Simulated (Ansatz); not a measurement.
# AlPN+ (singlet): from Hartree-Fock to the top rungs, cc-pVTZ

One table from this session's results is given with a row withheld; the runs are named, their logs left out.

Method: cc-pVTZ, core rule «outside noble gas», up to 11 orbitals frozen; program: Ansatz 0.2.0, Gaussian basis.

Plan: UHF; CCSD(T) on RHF; CCSD(T) on UHF; BCCD(T) on RHF; CCSDT(Q) on RHF; CCSDT(Q) on UHF.

5 further runs of the same task are left out: 2 for a known fault of the program, 3 set aside as unsound or not needed.

**The geometry**

The geometry is a PBE0/def2-TZVP stationary point (not a proven minimum) of the parent state, kept for this charge and spin.

3 atoms, charge 1, spin multiplicity 1.

Atoms are counted from 1 here; the program's logs count them from 0.

Bond lengths: N1–Al2 1.848 Å, Al2–P3 2.160 Å. Angles: N1–Al2–P3 180.0°.

Set-up of the first run:

Input file in.yaml:

```yaml
crystal:
  periodic: [false, false, false]
  atoms:
    - {symbol: N, position_ang: [0.000000, 0.000000, -1.952000]}
    - {symbol: Al, position_ang: [0.000000, 0.000000, -0.104200]}
    - {symbol: P, position_ang: [0.000000, 0.000000, 2.056200]}
basis:
  gaussian: {orbitals: cc-pVTZ}
total_charge: 1
magnetization: {spin_polarized: true, initial_magnetization: 0}
hamiltonian: {xc: hf}
output: {orbitals: {seedname: orbitals}}
```

Launch:

```console
> ansatz run in.yaml --threads 1 --pin off --events-out ev --progress --plain --max-ram 4096MiB --backend cpu
```

Among the steps run: UHF; CCSD(T) on RHF; CCSD(T) on UHF; BCCD(T) on RHF; CCSDT(Q) on RHF; CCSDT(Q) on UHF.

One of the session's tables, all rows but one given; the rest of the session is left out.

It belongs to the step «Misses and costs». 

| method | from RCCSDT(Q) (meV) |
| --- | --- |
| UHF | +8031.8 |
| RMP2 | ? |
| UMP2 | +938.9 |
| RCCSD | +2140.3 |
| UCCSD | -173.1 |
| RCCSD(T) | -1100.8 |
| UCCSD(T) | -530.2 |
| BCCD(T) | -1507.8 |
| RCCSDT | -858.6 |
| UCCSDT | -594.3 |
| RCCSDT(Q) | 0 |
| UCCSDT(Q) | -618.8 |

**Question.** Estimate the row for RMP2.

**Answer.** from RCCSDT(Q) (meV): -2177.3. In the column «from RCCSDT(Q) (meV)» it is the lowest.

Left out of the table: RHF (another determinant or state than the rows shown).

Limits of these values: The determinant is far from a pure spin state, so its energy mixes those of several spin states (harmless only where they are near-degenerate, as at dissociation). The program flags RCCSD(T), BCCD(T), RCCSDT(Q) as in doubt, so the zero of the table is itself unsure. Warnings: restricted reference is unstable; spin contamination; coupled cluster took another determinant than the lowest; large T1 diagnostic. Restricted and unrestricted rows rest on different reference determinants; where their highest levels disagree by more than a few hundredths of an eV, they describe different states and don't form one ladder.
